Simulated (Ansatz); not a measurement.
# doublet Si2H6O− at 4 levels

We compute a comparison of 4 runs (UB3LYP/6-31G*, UB3LYP/def2-SVPD, UBLYP/def2-SVPD, UPBE/def2-SVPD) of doublet Si2H6O−. 

The results are computed with Ansatz 0.2.0.

30 further runs of the same task are left out: 30 set aside as unsound or not needed.

**1. The system as given**

Si2H6O−: 9 atoms, total charge -1, spin state doublet. SMILES of the parent species: `O[SiH2][SiH3]`. The coordinates come from a PBE0-D4/def2-TZVP relaxation. This is one conformer, not always the lowest. That shape belongs to the parent species and isn't relaxed for this state.

Bond lengths: O1–Si2 1.654 Å, Si2–Si3 2.347 Å, O1–H4 0.958 Å, Si2–H5 1.493 Å, Si2–H6 1.484 Å, Si3–H7 1.489 Å, Si3–H8 1.491 Å, Si3–H9 1.488 Å. Some angles: O1–Si2–Si3 112.4°, O1–Si2–H5 111.3°, O1–Si2–H6 105.5°, Si3–Si2–H5 108.5°, Si3–Si2–H6 110.6°, Si2–O1–H4 117.6°, Si2–Si3–H7 110.0°, Si2–Si3–H8 110.1°, Si2–Si3–H9 111.4°, H5–Si2–H6 108.5°.

**2. A single-point energy at UB3LYP/6-31G(d) (Cartesian functions) (run 1)**

in.yaml reads:

```yaml
crystal:
  periodic: [false, false, false]
  atoms:
    - {symbol: O, position_ang: [-1.609000, 1.039900, -0.762000]}
    - {symbol: Si, position_ang: [0.004800, 0.933100, -0.415900]}
    - {symbol: Si, position_ang: [0.544200, -1.038400, 0.738600]}
    - {symbol: H, position_ang: [-1.996600, 0.341400, -1.290800]}
    - {symbol: H, position_ang: [0.830600, 0.994500, -1.657800]}
    - {symbol: H, position_ang: [0.311400, 2.125200, 0.413000]}
    - {symbol: H, position_ang: [2.012900, -1.104800, 0.974500]}
    - {symbol: H, position_ang: [0.146200, -2.228200, -0.066200]}
    - {symbol: H, position_ang: [-0.156000, -1.109100, 2.049500]}
basis:
  gaussian: {orbitals: "6-31G*"}
total_charge: -1
magnetization: {spin_polarized: true, initial_magnetization: 1}
hamiltonian: {xc: {name: B3LYP}}
accuracy: high
output: {orbitals: {seedname: orbitals}}
```

On the command line:

```bash
$ ansatz run in.yaml --threads 1 --pin off --max-ram 3480MiB --events-out events.jsonl --progress --plain --runs-dir runs
```

Standard output:

```text
Warning: RAYON_NUM_THREADS=1 ignored (pool sized by the plan → 1); use --threads N
Functional definition: B3LYP
  name "B3LYP"
  parameter a0 = 0.2
  parameter ax = 0.72
  parameter ac = 0.81
  exchange = (1 - a0 - ax)*slater_x + ax*b88_x + a0*exact_x
  correlation = (1 - ac)*vwn_rpa_c + ac*lyp_c
1437 factors; integrals over basis functions are off by at most 3.6e-9 eV
mean field evaluation 1: about -17897.9504 eV, gradient 1.4e1 eV
mean field evaluation 2: about -17897.7989 eV, gradient 1.8e1 eV
mean field evaluation 4: about -17898.9180 eV, gradient 6.8e-1 eV
mean field evaluation 8: about -17899.0972 eV, gradient 8.3e-2 eV
mean field evaluation 16: about -17899.0973 eV, gradient 4.0e-4 eV
mean field evaluation 32: about -17899.0973 eV, gradient 6.0e-8 eV
mean field -17899.09731948 eV, -657.7796940468 hartree, gradient 6.0e-8 eV, S^2 0.751371; 2 other end points of the search recorded, 0 dependent functions left out
reference -17899.09736488 eV, -657.7796957155 hartree; 22, 21 occupied and 43, 44 virtual orbitals, 1437 factors
Total energy: -17899.09736488 eV, -657.7796957155 hartree
```

Wall time 14 s (1 thread of Arm Neoverse V1, shared host); peak memory 0.29 GiB.

**3. A single-point energy at UB3LYP/def2-SVPD (run 2)**

Edit in.yaml of step 2 so:

```diff
@@ -13,3 +13,3 @@
 basis:
-  gaussian: {orbitals: "6-31G*"}
+  gaussian: {orbitals: def2-SVPD}
 total_charge: -1
```

On the command line:

```bash
$ ansatz run in.yaml --threads 1 --pin off --max-ram 3480MiB --events-out events.jsonl --progress --plain --runs-dir runs
```

Standard output:

```text
Warning: RAYON_NUM_THREADS=1 ignored (pool sized by the plan → 1); use --threads N
Functional definition: B3LYP
  name "B3LYP"
  parameter a0 = 0.2
  parameter ax = 0.72
  parameter ac = 0.81
  exchange = (1 - a0 - ax)*slater_x + ax*b88_x + a0*exact_x
  correlation = (1 - ac)*vwn_rpa_c + ac*lyp_c
2341 factors; integrals over basis functions are off by at most 3.8e-9 eV
mean field evaluation 1: about -17893.3420 eV, gradient 1.7e1 eV
mean field evaluation 2: about -17892.0980 eV, gradient 2.7e1 eV
mean field evaluation 4: about -17894.6687 eV, gradient 7.4e-1 eV
mean field evaluation 8: about -17894.7465 eV, gradient 9.9e-2 eV
mean field evaluation 16: about -17894.7473 eV, gradient 6.2e-3 eV
mean field evaluation 32: about -17894.7473 eV, gradient 3.4e-6 eV
mean field evaluation 64: about -17894.7292 eV, gradient 1.0e0 eV
mean field -17894.74733082 eV, -657.6198349124 hartree, gradient 7.3e-8 eV, S^2 0.751033; 8 other end points of the search recorded, 0 dependent functions left out
reference -17894.74737380 eV, -657.6198364918 hartree; 22, 21 occupied and 97, 98 virtual orbitals, 2341 factors
Total energy: -17894.74737380 eV, -657.6198364918 hartree
```

Wall time 48 s (1 thread of Arm Neoverse V1, shared host); peak memory 0.57 GiB.

**4. The energy at UBLYP/def2-SVPD (run 3)**

Edit in.yaml of step 3 so:

```diff
@@ -13,7 +13,11 @@
 basis:
-  gaussian: {orbitals: def2-SVPD}
+  gaussian:
+    orbitals: def2-SVPD
+accuracy: high
 total_charge: -1
-magnetization: {spin_polarized: true, initial_magnetization: 1}
-hamiltonian: {xc: {name: B3LYP}}
-accuracy: high
+magnetization:
+  spin_polarized: true
+  initial_magnetization: 1
+hamiltonian:
+  xc: {name: BLYP}
 output: {orbitals: {seedname: orbitals}}
```

On the command line:

```bash
$ ansatz run in.yaml --threads 1 --pin off --max-ram 3480MiB --events-out events.jsonl --progress --plain --runs-dir runs
```

Standard output:

```text
Warning: RAYON_NUM_THREADS=1 ignored (pool sized by the plan → 1); use --threads N
Functional definition: BLYP
  name "BLYP"
  parameter beta = 0.0042
  parameter a = 0.04918
  parameter b = 0.132
  parameter c = 0.2533
  parameter d = 0.349
  exchange = b88_x(beta = beta)
  correlation = lyp_c(a = a, b = b, c = c, d = d)
2341 factors; integrals over basis functions are off by at most 3.8e-9 eV
mean field evaluation 1: about -17890.1927 eV, gradient 2.1e1 eV
mean field evaluation 2: about -17886.5448 eV, gradient 4.0e1 eV
mean field evaluation 4: about -17892.4152 eV, gradient 2.3e0 eV
mean field evaluation 8: about -17892.4671 eV, gradient 9.1e-2 eV
mean field evaluation 16: about -17892.4672 eV, gradient 2.0e-4 eV
mean field evaluation 32: about -17892.1047 eV, gradient 3.1e0 eV
mean field -17892.46724063 eV, -657.5360431434 hartree, gradient 9.3e-8 eV, S^2 0.750722; 7 other end points of the search recorded, 0 dependent functions left out
reference -17892.46729865 eV, -657.5360452755 hartree; 22, 21 occupied and 97, 98 virtual orbitals, 2341 factors
Total energy: -17892.46729865 eV, -657.5360452755 hartree
```

Run time: 25 s. Hardware: 1 thread of Arm Neoverse V1, shared host; peak memory 0.46 GiB.

**5. The energy at UPBE/def2-SVPD (run 4)**

Edit in.yaml of step 4 so:

```diff
@@ -13,11 +13,7 @@
 basis:
-  gaussian:
-    orbitals: def2-SVPD
+  gaussian: {orbitals: def2-SVPD}
+total_charge: -1
+magnetization: {spin_polarized: true, initial_magnetization: 1}
+hamiltonian: {xc: pbe}
 accuracy: high
-total_charge: -1
-magnetization:
-  spin_polarized: true
-  initial_magnetization: 1
-hamiltonian:
-  xc: {name: BLYP}
 output: {orbitals: {seedname: orbitals}}
```

On the command line:

```bash
$ ansatz run in.yaml --threads 1 --pin off --max-ram 3480MiB --events-out events.jsonl --progress --plain --runs-dir runs
```

Standard output:

```text
Warning: RAYON_NUM_THREADS=1 ignored (pool sized by the plan → 1); use --threads N
Functional definition: PBE
  name "PBE"
  parameter kappa = 0.804
  parameter beta = 0.06672455060314922
  exchange = pbe_x(kappa = kappa, mu = beta*pi^2/3)
  correlation = pbe_c(beta = beta)
2341 factors; integrals over basis functions are off by at most 3.8e-9 eV
mean field evaluation 1: about -17880.9660 eV, gradient 1.8e1 eV
mean field evaluation 2: about -17878.7229 eV, gradient 3.3e1 eV
mean field evaluation 4: about -17882.8254 eV, gradient 2.1e0 eV
mean field evaluation 8: about -17882.8616 eV, gradient 1.0e-1 eV
mean field evaluation 16: about -17882.8617 eV, gradient 1.9e-4 eV
mean field evaluation 32: about -17881.2290 eV, gradient 2.8e0 eV
mean field -17882.86171225 eV, -657.1830464863 hartree, gradient 9.9e-9 eV, S^2 0.751146; 5 other end points of the search recorded, 0 dependent functions left out
reference -17882.86171714 eV, -657.1830466660 hartree; 22, 21 occupied and 97, 98 virtual orbitals, 2341 factors
Total energy: -17882.86171714 eV, -657.1830466660 hartree
```

Run time: 23 s. Hardware: 1 thread of Arm Neoverse V1, shared host; peak memory 0.46 GiB.

**6. All runs side by side**

```csv
run,level,Cartesian functions,energy (Eh),HOMO energy (eV),LUMO energy (eV),⟨S²⟩,wall time
1,UB3LYP/6-31G* (Cartesian functions),yes,-657.779696,3.59,5.29,0.751,14 s
2,UB3LYP/def2-SVPD,no,-657.619836,2.58,3.86,0.751,48 s
3,UBLYP/def2-SVPD,no,-657.536045,3.07,3.54,0.751,25 s
4,UPBE/def2-SVPD,no,-657.183047,2.87,3.48,0.751,23 s
```

**7. Outcome**

| quantity | value |
| --- | --- |
| run 4: total energy | -657.18305 Eh |
| run 4: HOMO energy (highest over α and β) | 2.87 eV |
| run 4: LUMO energy (lowest over α and β) | 3.48 eV |
| run 4: ⟨S²⟩ | 0.751 |

What this shows: Totals of different functionals can't be ranked against each other. In runs 1, 2, 3, 4 the HOMO lies above zero, so the outermost electron may be held by the basis alone. All runs together took 1.8 min, the longest 48 s.
